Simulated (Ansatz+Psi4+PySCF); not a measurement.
## doublet SiH₃: levels of theory in one basis

| atom | x (Å) | y (Å) | z (Å) |
| --- | --- | --- | --- |
| Si | -0.0073 | 0.0036 | 0.0735 |
| H | -0.0095 | 1.4146 | -0.3670 |
| H | 1.2283 | -0.7122 | -0.3630 |
| H | -1.2252 | -0.6974 | -0.3666 |

Basis set: cc-pVTZ on H; cc-pV(T+d)Z on Si (spherical functions). Frozen core: 5 orbitals. Correlation on ROHF uses semicanonical orbitals with singles. Charge 0, multiplicity 2.

Computed with Ansatz (development build ahead of 0.2.0) and Psi4 1.11; each method stands on the lowest determinant of its kind that the runs found.

```tsv
method	E − E(ROHF) (eV)	<S²> of the determinant
ROHF	0.00	0.75
UHF	-0.05	0.76
ROHF-MP2	-3.21	–
UHF-MP2	-3.21	0.76
ROHF-CCSD	-3.92	–
UHF-CCSD	-3.92	0.76
ROHF-CCSD(T)	-4.02	–
UHF-CCSD(T)	-4.02	0.76
```
